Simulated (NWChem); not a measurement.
# methyl formate (C2H4O2); SMILES C(=O)OC

```xyz
8

C     -0.5252    -1.3244     0.0000
O      0.6848    -0.5441    -0.0001
C      0.5083     0.7866     0.0000
O     -0.5534     1.3599     0.0000
H     -1.1184    -1.1094    -0.8927
H     -0.2019    -2.3653     0.0053
H     -1.1233    -1.1020     0.8877
H      1.4937     1.2771     0.0002
```
Atoms are numbered in this order, from 1.

All runs: NWChem. Pople sets run with spherical d functions. Structure relaxed at the B3LYP/6-31G* (spherical d) level.

Taking PBE/def2-TZVPD as the yardstick, which of these has the fewest basis functions while keeping “highest occupied level (eV)” within 0.2 eV of it: PBE/6-31+G*; PBE/6-311++G**; PBE/6-31G*; PBE/6-311G**; PBE/STO-3G; PBE/3-21G?

PBE/6-31+G* (a larger set in the list lies outside the tolerance).
```
level           basis functions  highest occupied level (eV)
--------------  ---------------  ---------------------------
PBE/STO-3G                   24                        -2.69
PBE/3-21G                    44                        -6.01
PBE/6-31G*                   64                        -6.23
PBE/6-31+G*                  80                        -6.72
PBE/6-311G**                 96                        -6.45
PBE/6-311++G**              116                        -6.76
PBE/def2-TZVPD              190                        -6.72
```

The yardstick is one finite set, not the basis-set limit.
